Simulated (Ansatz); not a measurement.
# CHO2: a trajectory, and a look at its input

A trajectory is wanted. The input is run as typed.

Method: PBE0-D4/def2-SVPD; program: Ansatz 0.2.0, Gaussian basis.

## 1. The structure

```
O    -0.0135    0.3400    1.2708
C     0.6506   -0.3704    0.4794
O     0.0651   -0.2822   -0.8977
H    -0.7022    0.3126   -0.8526
```

## 2. The run

run/in.yaml reads:

```yaml
crystal:
  periodic: [false, false, false]
  atoms:
    - {symbol: O, position_ang: [-0.013550, 0.340030, 1.270790]}
    - {symbol: C, position_ang: [0.650630, -0.370420, 0.479450]}
    - {symbol: O, position_ang: [0.065080, -0.282230, -0.897670]}
    - {symbol: H, position_ang: [-0.702160, 0.312620, -0.852570]}
basis:
  gaussian: {orbitals: def2-SVPD}
total_charge: -1
hamiltonian: {xc: pbe0, dispersion: d4}
md: {n_steps: 30, timestep: 4, temperature: 1000, ensemble: nve, seed: 606, initial_velocities: maxwell_boltzmann}
```

The run is started by

```
$ ansatz run in.yaml --threads 2 --pin off --events-out ev --progress --plain --max-ram 3481MiB
```

**Question.** What will these runs give? Wanted: this run.

As calculated:

| quantity | value |
| --- | --- |
| this run | converged |
| fault | long timestep |

**Reading.** The timestep is far too long for bond vibrations, so the energy is not conserved and the trajectory means little.
